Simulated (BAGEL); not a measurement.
# UHF/3-21G (density fitting with qzvpp-jkfit) run of CHF2O (SMILES [O]C(F)F)

Aim: the vertical ionisation energy of CHF2O at UHF/3-21G (density fitting with qzvpp-jkfit), from 2 runs. 

The results are computed with BAGEL 1.2.2.

1 further run of the same task is left out (it didn't finish).

## Step 1: The structure to begin with

CHF2O has 5 atoms, charge 0, and is taken as a doublet. SMILES: `[O]C(F)F`. Geometry: relaxed at PBE0-D4/def2-TZVP.

Bond lengths: O1–C2 1.320 Å, C2–F3 1.347 Å, C2–F4 1.347 Å, C2–H5 1.113 Å. Angles: O1–C2–F3 113.9°, O1–C2–F4 113.9°, F3–C2–F4 106.7°, O1–C2–H5 103.3°, F3–C2–H5 109.5°, F4–C2–H5 109.5°.

## Step 2: A single-point energy at UHF/3-21G (density fitting with qzvpp-jkfit)

calc.json

```json
{ "bagel" : [

{
  "title" : "molecule",
  "basis" : "3-21g",
  "df_basis" : "qzvpp-jkfit",
  "angstrom" : true,
  "geometry" : [
    { "atom" : "O", "xyz" : [      -0.541600,      -0.387700,       1.137900 ] },
    { "atom" : "C", "xyz" : [       0.011000,       0.001200,       0.004100 ] },
    { "atom" : "F", "xyz" : [       1.102700,      -0.708000,      -0.342800 ] },
    { "atom" : "F", "xyz" : [      -0.825400,      -0.034200,      -1.051500 ] },
    { "atom" : "H", "xyz" : [       0.303300,       1.055000,       0.210800 ] }
  ]
},

{
  "title" : "uhf",
  "nopen" : 1
},

{
  "title" : "print",
  "file" : "orbitals.molden",
  "orbitals" : true
}

]}
```

The run is started by

```
$ BAGEL_NUM_THREADS=1 BAGEL calc.json > calc.out
```

Standard output:

```text
* using 1 threads per process

  ===============================================================
  ===============================================================

  *** Geometry ***

  { "atom" : "O", "xyz" : [     -1.023476,     -0.732647,      2.150319 ] },
  { "atom" : "C", "xyz" : [      0.020787,      0.002268,      0.007748 ] },
  { "atom" : "F", "xyz" : [      2.083801,     -1.337926,     -0.647798 ] },
  { "atom" : "F", "xyz" : [     -1.559780,     -0.064629,     -1.987047 ] },
  { "atom" : "H", "xyz" : [      0.573154,      1.993661,      0.398354 ] },

  Number of auxiliary basis functions:      324

  Since a DF basis is specified, we compute 2- and 3-index integrals:
    o Being stored without compression. Storage requirement is 0.004 GB

  Number of basis functions:       38
  Number of electrons      :       33

    * METHOD: MOLECULE                             0.06

  *** Open-shell HF ***

  === Nuclear Repulsion ===
   125.3716852213

      * DIIS with orbital gradients will be used.

  === UHF iteration (3-21g) ===
      0       -310.16726135          0.08456360           0.02
      1       -310.34536778          0.05426628           0.02
      2       -310.41191747          0.02925003           0.02
      3       -310.43677498          0.00524616           0.02
      4       -310.44254180          0.00189324           0.02
      5       -310.44329362          0.00130828           0.02
      6       -310.44382522          0.00075082           0.02
      7       -310.44402961          0.00033528           0.02
      8       -310.44406512          0.00013643           0.02
      9       -310.44407031          0.00002676           0.02
     10       -310.44407064          0.00000835           0.02
     11       -310.44407075          0.00000210           0.02
     12       -310.44407076          0.00000115           0.02
     13       -310.44407077          0.00000080           0.02
     14       -310.44407078          0.00000038           0.02
     15       -310.44407078          0.00000021           0.02
     16       -310.44407078          0.00000011           0.02
     17       -310.44407078          0.00000008           0.02
     18       -310.44407078          0.00000005           0.02
     19       -310.44407078          0.00000004           0.02
     20       -310.44407078          0.00000003           0.02
     21       -310.44407078          0.00000003           0.02
     22       -310.44407078          0.00000002           0.02
     23       -310.44407078          0.00000002           0.02
     24       -310.44407078          0.00000002           0.02
     25       -310.44407078          0.00000001           0.02
     26       -310.44407078          0.00000001           0.02
    * SCF iteration converged.

    * S^2 (UHF) is 0.7550

    * Permanent dipole moment:
           (   -0.138739,    -0.628976,    -0.220447) a.u.

    * METHOD: UHF                                  0.57

    * METHOD: PRINT                                0.00

  ===============================================================
```

It took 0.78 s on 1 thread of Arm Neoverse V2, shared host; peak memory 0.082 GiB.

## Step 3: The singlet cation at the same level

job.json

```json
{ "bagel" : [

{
  "title" : "molecule",
  "basis" : "3-21g",
  "df_basis" : "qzvpp-jkfit",
  "angstrom" : "true",
  "geometry" : [
    { "atom" : "O", "xyz" : [      -0.541600,      -0.387700,       1.137900 ] },
    { "atom" : "C", "xyz" : [       0.011000,       0.001200,       0.004100 ] },
    { "atom" : "F", "xyz" : [       1.102700,      -0.708000,      -0.342800 ] },
    { "atom" : "F", "xyz" : [      -0.825400,      -0.034200,      -1.051500 ] },
    { "atom" : "H", "xyz" : [       0.303300,       1.055000,       0.210800 ] }
  ]
},

{
  "title" : "hf",
  "charge" : 1
},

{
  "title" : "print",
  "file" : "orbitals.molden",
  "orbitals" : "true"
}

]}
```

The run is started by

```
$ BAGEL_NUM_THREADS=1 BAGEL job.json > job.out
```

Standard output:

```text
* using 1 threads per process

  ===============================================================
  ===============================================================

  *** Geometry ***

  { "atom" : "O", "xyz" : [     -1.023476,     -0.732647,      2.150319 ] },
  { "atom" : "C", "xyz" : [      0.020787,      0.002268,      0.007748 ] },
  { "atom" : "F", "xyz" : [      2.083801,     -1.337926,     -0.647798 ] },
  { "atom" : "F", "xyz" : [     -1.559780,     -0.064629,     -1.987047 ] },
  { "atom" : "H", "xyz" : [      0.573154,      1.993661,      0.398354 ] },

  Number of auxiliary basis functions:      324

  Since a DF basis is specified, we compute 2- and 3-index integrals:
    o Being stored without compression. Storage requirement is 0.004 GB

  Number of basis functions:       38
  Number of electrons      :       33

    * METHOD: MOLECULE                             0.06

  *** RHF ***

  === Nuclear Repulsion ===
   125.3716852213

      * DIIS with orbital gradients will be used.

  === RHF iteration (3-21g) ===
      0       -309.61103638          0.04715031           0.01
      1       -309.79458175          0.03098697           0.01
      2       -309.88257713          0.00463527           0.01
      3       -309.89128962          0.00273279           0.01
      4       -309.89396710          0.00153405           0.01
      5       -309.89552097          0.00098981           0.01
      6       -309.89626062          0.00052847           0.01
      7       -309.89648608          0.00026959           0.01
      8       -309.89654657          0.00010467           0.01
      9       -309.89655407          0.00003945           0.01
     10       -309.89655454          0.00001844           0.01
     11       -309.89655462          0.00000675           0.01
     12       -309.89655464          0.00000441           0.01
     13       -309.89655464          0.00000234           0.01
     14       -309.89655465          0.00000125           0.01
     15       -309.89655465          0.00000090           0.01
     16       -309.89655465          0.00000042           0.01
     17       -309.89655465          0.00000018           0.01
     18       -309.89655465          0.00000007           0.01
     19       -309.89655465          0.00000004           0.01
     20       -309.89655465          0.00000002           0.01
     21       -309.89655465          0.00000001           0.01
     22       -309.89655465          0.00000001           0.01
     23       -309.89655465          0.00000001           0.01
     24       -309.89655465          0.00000001           0.01
    * SCF iteration converged.

    * Permanent dipole moment:
           (    0.156071,    -0.971212,    -1.347964) a.u.

    * METHOD: HF                                   0.28

    * METHOD: PRINT                                0.00

  ===============================================================
```

It took 0.48 s on 1 thread of Arm Neoverse V2, shared host; peak memory 0.082 GiB.

## Step 4: Outcome

At UHF/3-21G (density fitting with qzvpp-jkfit):

```
                                          quantity          value
                       doublet CHF2O: total energy  -310.44407 Eh
                      doublet CHF2O: dipole moment         1.73 D
                               doublet CHF2O: ⟨S²⟩          0.755
                      singlet cation: total energy  -309.89655 Eh
                       singlet cation: HOMO energy      -24.51 eV
                       singlet cation: LUMO energy      -12.53 eV
                     singlet cation: HOMO–LUMO gap       11.98 eV
vertical ionisation energy (to the singlet cation)      14.899 eV
```

**Reading.** Removing an electron at fixed nuclei costs 14.90 eV (344 kcal/mol). Only the singlet of the ionised species was computed; a triplet could lie lower.
